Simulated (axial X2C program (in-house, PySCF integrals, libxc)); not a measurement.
# Cl₂⁺: from the spin-free to the two-component result

All values were computed with an in-house all-electron X2C program for linear molecules (integrals from PySCF). Spin-free means the one-electron spin-free X2C Hamiltonian; two-component (2c) means X2C with spin–orbit coupling and atomic mean-field two-electron Coulomb and Gaunt terms, so the difference of the two also holds small scalar two-electron terms. Basis: Cl dyall-av3z [9s8p3d2f] (cores contracted in-house); Gaussian nuclei, density fitting, unrestricted open shells. Masses: Cl 34.969 u.

Spin-free state: M_S = 1/2, Λ = 1 (beyond evenly filled blocks: π+α, π+β, π-α); fragments Cl+ + Cl.

| level | Re (Å) | ωe (cm⁻¹) | De (eV) |
| --- | --- | --- | --- |
| PBE0 | 1.898 | 667.6 | 4.086 |
| HF | 1.869 | 739.2 | 1.526 |
| MP2 | 1.909 | 635.9 | 3.829 |
| CCSD | 1.907 | 651.9 | 3.416 |
| CCSD(T) | 1.920 | 622.5 | 3.653 |
| B3LYP | 1.925 | 625.3 | 3.985 |

Correlated methods: 13 electrons correlated (number of frozen shells: Cl 2 s, 1 p), 195 virtual spin orbitals or spinors in MP2, 90 natural virtuals in coupled cluster.

Task: Within this multiplet, which Ω should lie lowest by the rule for regular and inverted multiplets?

Result: The open π shell holds three electrons, one hole, so the multiplet is inverted: Ω = Λ + 1/2 = 3/2. The PBE0 2c search agrees, though Ω = 1/2 of the search lies only 0.09 eV higher.

Two-component determinant lowest at the distance of the search:

Ω = 3/2 (⟨Sz⟩ = 0.50, ⟨Lz⟩ = 1.00 at HF); fragments Cl+ + Cl.

```
  level  Re (Å)  ωe (cm⁻¹)  De (eV)
   PBE0   1.898      667.4    4.124
     HF   1.870      738.9    1.506
    MP2   1.909      636.0    3.795
   CCSD   1.907      651.8    3.404
CCSD(T)   1.920      622.5    3.623
  B3LYP   1.925      625.1    4.022
```

Task: From the two tables, how do the constants change at the CCSD(T) level (2c against spin-free)?

Result: At the CCSD(T) level Re is unchanged within 0.001 Å and ωe doesn't move by more than 0.2 cm⁻¹; De changes by -0.030 eV.

Occupations by symmetry block were frozen at the best pattern of an incomplete PBE0 search. De is counted from the lowest determinant-based energies of the atoms at the same level, without counterpoise correction. Density functionals use the spin component along the axis (collinear). Coupled cluster ran in a truncated set of natural virtual spinors; the MP2 energy of the rest was added. (T) has no such correction and the atoms are truncated less, which lowers De at CCSD(T) by a hundredth of an eV or more. The 2c atoms are single determinants rather than J levels; their spin–orbit lowering is only partly caught, and De is too large by that part. This holds for PBE0, B3LYP. The functionals have no current-density term, which raises determinants with orbital currents, atoms included.
